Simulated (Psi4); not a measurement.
Psi4 input (PBE/STO-3G):

```
memory 2025 MB

molecule {
0 1
H    -0.00000000   -0.00000000   -0.37201156
H     0.00000000    0.00000000    0.37201156
}

set {
  basis sto-3g
  scf_type df
}

energy('pbe')
print_variables()
```

Output:

```
-----------------------------------------------------------------------
          Psi4: An Open-Source Ab Initio Electronic Structure Package
                               Psi4 1.11 release

    D. G. A. Smith, L. A. Burns, A. C. Simmonett, R. M. Parrish,
    M. C. Schieber, R. Galvelis, P. Kraus, H. Kruse, R. Di Remigio,
    A. Alenaizan, A. M. James, S. Lehtola, J. P. Misiewicz, M. Scheurer,
    R. A. Shaw, J. B. Schriber, Y. Xie, Z. L. Glick, D. A. Sirianni,
    J. S. O'Brien, J. M. Waldrop, A. Kumar, E. G. Hohenstein,
    B. P. Pritchard, B. R. Brooks, H. F. Schaefer III, A. Yu. Sokolov,
    K. Patkowski, A. E. DePrince III, U. Bozkaya, R. A. King,
    F. A. Evangelista, J. M. Turney, T. D. Crawford, C. D. Sherrill,
    J. Chem. Phys. 152(18) 184108 (2020). https://doi.org/10.1063/5.0006002

                            Additional Code Authors
    E. T. Seidl, C. L. Janssen, E. F. Valeev, M. L. Leininger,
    J. F. Gonthier, R. M. Richard, H. R. McAlexander, M. Saitow, X. Wang,
    P. Verma, M. H. Lechner, A. Jiang, S. Behnle, A. G. Heide,
    M. F. Herbst, D. L. Poole, T. Győri, E. C. Mitchell, J. P. Pederson,
    and A. M. Wallace

             Previous Authors, Complete List of Code Contributors,
                       and Citations for Specific Modules
    https://github.com/psi4/psi4/blob/master/codemeta.json
    https://github.com/psi4/psi4/graphs/contributors
    https://psicode.org/psi4manual/master/introduction.html#citing-psifour

    -----------------------------------------------------------------------

    Threads:    1
    Addons:     a̶d̶c̶c̶, a̶m̶b̶i̶t̶, b̶s̶e̶, c̶c̶t̶3̶, c̶f̶o̶u̶r̶, c̶h̶e̶m̶p̶s̶2̶, c̶p̶p̶e̶, d̶d̶x̶,
                d̶f̶t̶d̶3̶, d̶f̶t̶d̶4̶, dkh, ecpint, einsums, f̶o̶r̶t̶e̶, gauxc, g̶c̶p̶,
                g̶d̶m̶a̶, g̶e̶o̶m̶e̶t̶r̶i̶c̶, g̶p̶u̶_̶d̶f̶c̶c̶, i̶n̶t̶e̶g̶r̶a̶t̶o̶r̶x̶x̶,
                i̶p̶i̶, l̶i̶b̶e̶f̶p̶, m̶d̶i̶, m̶p̶2̶d̶, m̶r̶c̶c̶, ooo,
                o̶p̶e̶n̶f̶e̶r̶m̶i̶o̶n̶p̶s̶i̶4̶, pcmsolver, p̶s̶i̶4̶f̶o̶c̶k̶c̶i̶, p̶s̶i̶x̶a̶s̶,
                p̶y̶e̶i̶n̶s̶u̶m̶s̶, r̶e̶s̶p̶, s̶i̶m̶i̶n̶t̶, s̶n̶s̶m̶p̶2̶,
                v̶2̶r̶d̶m̶_̶c̶a̶s̶s̶c̶f̶

  ==> Input File <==

--------------------------------------------------------------------------
memory 2025 MB

molecule {
0 1
H    -0.00000000   -0.00000000   -0.37201156
H     0.00000000    0.00000000    0.37201156
}

set {
  basis sto-3g
  scf_type df
}

energy('pbe')
print_variables()
--------------------------------------------------------------------------

   => Libint2 <=

    Primary   basis highest AM E, G, H:  7, 6, 3
    Auxiliary basis highest AM E, G, H:  7, 7, 4
    Onebody   basis highest AM E, G, H:  -, -, -
    Solid Harmonics ordering:            Gaussian

   => Loading Basis Set <=

    Name: STO-3G
    Role: ORBITAL
    Keyword: BASIS
    atoms 1-2 entry H          line    19 file sto-3g.gbs

         ---------------------------------------------------------
                                   SCF
               by Justin Turney, Rob Parrish, Andy Simmonett
                          and Daniel G. A. Smith
                              RKS Reference
                        1 Threads,   1931 MiB Core
         ---------------------------------------------------------

  ==> Geometry <==

    Molecular point group: d2h
    Full point group: D_inf_h

    Geometry (in Angstrom), charge = 0, multiplicity = 1:

       Center              X                  Y                   Z               Mass
    ------------   -----------------  -----------------  -----------------  -----------------
         H            0.000000000000     0.000000000000    -0.372011560000     1.007825032230
         H            0.000000000000     0.000000000000     0.372011560000     1.007825032230

  Running in d2h symmetry.

  Rotational constants: A = ************  B =     60.43221  C =     60.43221 [cm^-1]
  Rotational constants: A = ************  B = 1811712.12794  C = 1811712.12794 [MHz]
  Nuclear repulsion =    0.711237589861455

  Charge       = 0
  Multiplicity = 1
  Electrons    = 2
  Nalpha       = 1
  Nbeta        = 1

  ==> Algorithm <==

  SCF Algorithm Type is DF.
  DIIS enabled.
  MOM disabled.
  Fractional occupation disabled.
  Guess Type is SAD.
  Energy threshold   = 1.00e-06
  Density threshold  = 1.00e-06
  Integral threshold = 1.00e-12

  ==> Primary Basis <==

  Basis Set: STO-3G
    Blend: STO-3G
    Number of shells: 2
    Number of basis functions: 2
    Number of Cartesian functions: 2
    Spherical Harmonics?: true
    Max angular momentum: 0

  ==> DFT Potential <==

   => LibXC <=

    Version 7.1.2
    S. Lehtola, C. Steigemann, M. J. T. Oliveira, and M. A. L. Marques,  SoftwareX 7, 1–5 (2018) (10.1016/j.softx.2017.11.002)

   => Composite Functional: PBE <=

    PBE GGA Exchange-Correlation Functional

    J.P. Perdew et. al., Phys. Rev. Lett., 77(18), 3865-3868, 1996

    Deriv               =              1
    GGA                 =           TRUE
    Meta                =          FALSE

    Exchange Hybrid     =          FALSE
    MP2 Hybrid          =          FALSE

   => Exchange Functionals <=

    1.0000     XC_GGA_X_PBE

   => Correlation Functionals <=

    1.0000     XC_GGA_C_PBE

   => LibXC Density Thresholds  <==

    XC_GGA_C_PBE:  1.00E-12
    XC_GGA_X_PBE:  1.00E-15

   => Molecular Quadrature <=

    Radial Scheme          =       TREUTLER
    Pruning Scheme         =           NONE
    Nuclear Scheme         =       TREUTLER

    Blocking Scheme        =         OCTREE
    BS radius alpha        =              1
    Pruning alpha          =              1
    Radial Points          =             75
    Spherical Points       =            302
    Total Points           =          44640
    Total Blocks           =            392
    Max Points             =            256
    Max Functions          =              2
    Weights Tolerance      =       1.00E-15

   => Loading Basis Set <=

    Name: (STO-3G AUX)
    Role: JKFIT
    Keyword: DF_BASIS_SCF
    atoms 1-2 entry H          line    18 file def2-universal-jkfit.gbs

  ==> Integral Setup <==

  DFHelper Memory: AOs need 0.000 GiB; user supplied 1.412 GiB.
  SCF_SUBTYPE=INCORE selected. In-core MEM_DF algorithm will be used.
  Using in-core AOs.

  ==> MemDFJK: Density-Fitted J/K Matrices <==

    J tasked:                   Yes
    K tasked:                    No
    wK tasked:                   No
    OpenMP threads:               1
    Algorithm:                 Core
    Schwarz Cutoff:           1E-12
    Mask sparsity (%):       0.0000
    Fitting Condition:        1E-10

   => Auxiliary Basis Set <=

  Basis Set: (STO-3G AUX)
    Blend: DEF2-UNIVERSAL-JKFIT
    Number of shells: 12
    Number of basis functions: 36
    Number of Cartesian functions: 40
    Spherical Harmonics?: true
    Max angular momentum: 2

  Cached 100.0% of DFT collocation blocks in 0.003 [GiB].

  Minimum eigenvalue in the overlap matrix is 1.0000000000E+00.
  Reciprocal condition number of the overlap matrix is 1.0000000000E+00.
    Using symmetric orthogonalization.

  ==> Pre-Iterations <==

  SCF Guess: Superposition of Atomic Densities via on-the-fly atomic UHF (no occupation information).

   -------------------------
    Irrep   Nso     Nmo
   -------------------------
     Ag         1       1
     B1g        0       0
     B2g        0       0
     B3g        0       0
     Au         0       0
     B1u        1       1
     B2u        0       0
     B3u        0       0
   -------------------------
    Total       2       2
   -------------------------

  ==> Iterations <==

                           Total Energy        Delta E     RMS |[F,P]|

   @DF-RKS iter SAD:    -0.89928691553682   -8.99287e-01   0.00000e+00
   @DF-RKS iter   1:    -1.15207041710525   -2.52784e-01   0.00000e+00 DIIS
   @DF-RKS iter   2:    -1.15207041710525    0.00000e+00   0.00000e+00 DIIS
  Energy and wave function converged.

  ==> Post-Iterations <==

   Electrons on quadrature grid:
      Ntotal   =    2.0000000002 ; deviation = 2.435e-10

    Orbital Energies [Eh]
    ---------------------

    Doubly Occupied:

       1Ag    -0.358478

    Virtual:

       1B1u    0.379739

    Final Occupation by Irrep:
             Ag   B1g   B2g   B3g    Au   B1u   B2u   B3u
    DOCC [     1,    0,    0,    0,    0,    0,    0,    0 ]
    NA   [     1,    0,    0,    0,    0,    0,    0,    0 ]
    NB   [     1,    0,    0,    0,    0,    0,    0,    0 ]

  @DF-RKS Final Energy:    -1.15207041710525

   => Energetics <=

    Nuclear Repulsion Energy =              0.7112375898614546
    One-Electron Energy =                  -2.5017608050446101
    Two-Electron Energy =                   1.3479285079867456
    DFT Exchange-Correlation Energy =      -0.7094757099088433
    Empirical Dispersion Energy =           0.0000000000000000
    VV10 Nonlocal Energy =                  0.0000000000000000
    Total Energy =                         -1.1520704171052534

Computation Completed

Properties will be evaluated at   0.000000,   0.000000,   0.000000 [a0]

Properties computed using the SCF density matrix

 Multipole Moments:

 ------------------------------------------------------------------------------------
     Multipole            Electronic (a.u.)      Nuclear  (a.u.)        Total (a.u.)
 ------------------------------------------------------------------------------------

 L = 1.  Multiply by 2.5417464519 to convert [e a0] to [Debye]
 Dipole X            :          0.0000000            0.0000000            0.0000000
 Dipole Y            :          0.0000000            0.0000000            0.0000000
 Dipole Z            :          0.0000000            0.0000000            0.0000000
 Magnitude           :                                                    0.0000000

 ------------------------------------------------------------------------------------

  Variable Map:
  ----------------------------------------------------------------------------
  "CURRENT ENERGY"              =>      -1.152070417105
  "CURRENT REFERENCE ENERGY"    =>      -1.152070417105
  "DD SOLVATION ENERGY"         =>       0.000000000000
  "DFT FUNCTIONAL TOTAL ENERGY" =>      -1.152070417105
  "DFT TOTAL ENERGY"            =>      -1.152070417105
  "DFT VV10 ENERGY"             =>       0.000000000000
  "DFT XC ENERGY"               =>      -0.709475709909
  "GRID ELECTRONS ALPHA"        =>       1.000000000122
  "GRID ELECTRONS BETA"         =>       1.000000000122
  "GRID ELECTRONS TOTAL"        =>       2.000000000243
  "NUCLEAR REPULSION ENERGY"    =>       0.711237589861
  "ONE-ELECTRON ENERGY"         =>      -2.501760805045
  "PCM POLARIZATION ENERGY"     =>       0.000000000000
  "PE ENERGY"                   =>       0.000000000000
  "SCF ITERATION ENERGY"        =>      -1.152070417105
  "SCF ITERATIONS"              =>       2.000000000000
  "SCF TOTAL ENERGY"            =>      -1.152070417105
  "TWO-ELECTRON ENERGY"         =>       1.347928507987
  "XC GRID RADIAL POINTS"       =>      75.000000000000
  "XC GRID SPHERICAL POINTS"    =>     302.000000000000
  "XC GRID TOTAL POINTS"        =>   44640.000000000000

  Array Variable Map:
  ----------------------------------------------------------------------------
  "CURRENT DIPOLE"              =>       0.000000000000 ... 0.000000000000 1 by 3
  "SCF DIPOLE"                  =>       0.000000000000 ... 0.000000000000 1 by 3
  "SCF TOTAL ENERGIES"          =>      -0.899286915537 ... -1.152070417105 1 by 3

*** Psi4 exiting successfully. Buy a developer a beer!
```
